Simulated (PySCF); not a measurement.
Write Cartesian coordinates for `C=CN=C=O` as optimised with PBE0-D3(BJ)/def2-SVP.

```xyz
8
C3H3NO angstrom
C     -1.064   -0.607    0.836
C     -0.710    0.170   -0.194
N      0.545    0.232   -0.754
C      1.686   -0.134   -0.782
O      2.814   -0.420   -0.894
H     -2.090   -0.579    1.204
H     -0.354   -1.277    1.327
H     -1.436    0.834   -0.673
```

Any rigid rotation of these coordinates is as good. Atoms count from 1 in this order. The C–N distances run from 1.199 Å (N3=C4, drawn double) to 1.376 Å (C2–N3, drawn single), a spread of 0.177 Å. The 5 heavy atoms lie in one plane (0.000 Å rms). N3 (isocyanate nitrogen) is bent (angle 149.8°).

Bonds between heavy atoms (Å): C1=C2 1.337, C2–N3 1.376, N3=C4 1.199, C4=O5 1.169.

Computed with PBE0-D3(BJ)/def2-SVP geometry optimisation, gas phase in PySCF.

Point group: Cs (tolerance 0.08 Å). Stationary, but not proved a minimum. The numbers are those of one conformer (C1–C2–N3–C4 0°).
